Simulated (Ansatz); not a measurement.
Ansatz (an electronic-structure program) input (CCSD(T)/aug-cc-pVDZ):

Ansatz 0.2 input:
```yaml
crystal:
  periodic: [false, false, false]
  atoms:
    - {symbol: C, position_ang: [0.00227663, 1.20322040, 0.44486336]}
    - {symbol: C, position_ang: [-0.00323775, -1.10658101, 0.32114868]}
    - {symbol: C, position_ang: [0.75429655, 0.05058455, -0.25644294]}
    - {symbol: C, position_ang: [-0.75323020, 0.05431008, -0.25880444]}
    - {symbol: H, position_ang: [0.00551906, 2.07512735, -0.24949554]}
    - {symbol: H, position_ang: [-0.00521134, -1.21291184, 1.41329693]}
    - {symbol: H, position_ang: [-0.00467620, -2.04349842, -0.23866461]}
    - {symbol: H, position_ang: [1.26715092, -0.01708750, -1.21288037]}
    - {symbol: H, position_ang: [-1.26341383, -0.01083375, -1.21684443]}
basis:
  gaussian:
    orbitals: aug-cc-pVDZ
total_charge: -1
magnetization: {spin_polarized: false}
correlation: {method: ccsd_t, electrons: outside_noble_gas}
output: {forces: true}
```

Output:

```
Functional definition: HF
integrals: 0.33 GiB planned
1375 factors; integrals over basis functions are off by at most 5.5e-4 eV
mean field: 0.51 GiB planned
mean field evaluation 1: about -4193.8002 eV, gradient 2.5e1 eV
mean field evaluation 2: about -4193.8003 eV, gradient 2.5e1 eV
mean field evaluation 4: about -4196.0089 eV, gradient 4.6e0 eV
mean field evaluation 8: about -4196.0887 eV, gradient 6.6e-3 eV
mean field evaluation 16: about -4196.0828 eV, gradient 5.9e-1 eV
mean field evaluation 32: about -4190.4089 eV, gradient 8.3e-1 eV
mean field evaluation 64: about -4187.2574 eV, gradient 2.7e1 eV
mean field -4196.08866919 eV, -154.2034143817 hartree, gradient 2.2e-6 eV, S^2 0.000000; 0 other end points of the search recorded, 0 dependent functions left out
4 core orbitals not correlated
reference -4196.08866919 eV, -154.2034143817 hartree; 11, 11 occupied and 122, 122 virtual orbitals, 1375 factors
densities: 1.88 GiB planned
second order -16.11410004 eV of doubles, -0.00000000 eV of singles
coupled cluster: 0.99 GiB planned
cycle   1  -16.33821515 eV  change   -2.2e-1 eV  update   1.0e-1
cycle   2  -16.78109932 eV  change   -4.4e-1 eV  update   3.2e-2
cycle   3  -16.89671177 eV  change   -1.2e-1 eV  update   2.2e-2
cycle   4  -16.90171007 eV  change   -5.0e-3 eV  update   8.9e-3
cycle   5  -16.89763285 eV  change    4.1e-3 eV  update   7.7e-3
cycle   6  -16.89880269 eV  change   -1.2e-3 eV  update   5.0e-3
cycle   7  -16.89962670 eV  change   -8.2e-4 eV  update   3.1e-3
cycle   8  -16.89878829 eV  change    8.4e-4 eV  update   1.9e-3
cycle   9  -16.89885410 eV  change   -6.6e-5 eV  update   9.1e-4
cycle  10  -16.89987375 eV  change   -1.0e-3 eV  update   4.9e-4
cycle  11  -16.89943063 eV  change    4.4e-4 eV  update   3.0e-4
cycle  12  -16.89939228 eV  change    3.8e-5 eV  update   1.7e-4
cycle  13  -16.89938542 eV  change    6.9e-6 eV  update   1.1e-4
cycle  14  -16.89933982 eV  change    4.6e-5 eV  update   6.2e-5
cycle  15  -16.89937341 eV  change   -3.4e-5 eV  update   3.0e-5
cycle  16  -16.89939119 eV  change   -1.8e-5 eV  update   1.7e-5
cycle  17  -16.89939143 eV  change   -2.4e-7 eV  update   8.6e-6
cycle  18  -16.89939134 eV  change    8.8e-8 eV  update   5.5e-6
cycle  19  -16.89939231 eV  change   -9.7e-7 eV  update   3.1e-6
cycle  20  -16.89939278 eV  change   -4.7e-7 eV  update   1.5e-6
perturbative correction -0.77190345 eV, -0.0283669284 hartree
the calculation of the forces begins
Total energy: -4213.75996541 eV, -154.8528225398 hartree
Atom 0 at     0.002277     1.203220     0.444863 Å, force    -0.000138     0.218842     0.433530 eV/Å
Atom 1 at    -0.003238    -1.106581     0.321149 Å, force    -0.001740    -0.495996     0.328361 eV/Å
Atom 2 at     0.754297     0.050585    -0.256443 Å, force     1.018814     0.108019     0.028563 eV/Å
Atom 3 at    -0.753230     0.054310    -0.258804 Å, force    -1.018352     0.113053     0.025372 eV/Å
Atom 4 at     0.005519     2.075127    -0.249496 Å, force     0.001289     0.392325    -0.203760 eV/Å
Atom 5 at    -0.005211    -1.212912     1.413297 Å, force    -0.000669    -0.014299     0.404441 eV/Å
Atom 6 at    -0.004676    -2.043498    -0.238665 Å, force    -0.000542    -0.381574    -0.256084 eV/Å
Atom 7 at     1.267151    -0.017087    -1.212880 Å, force     0.256401     0.029184    -0.379811 eV/Å
Atom 8 at    -1.263414    -0.010834    -1.216844 Å, force    -0.255062     0.030448    -0.380612 eV/Å
Dipole moment:    -0.000581    -0.730730    -0.781626 e Å
```

It need not be the lowest isomer of its formula. Whether it binds its extra electron was not tested at this geometry.
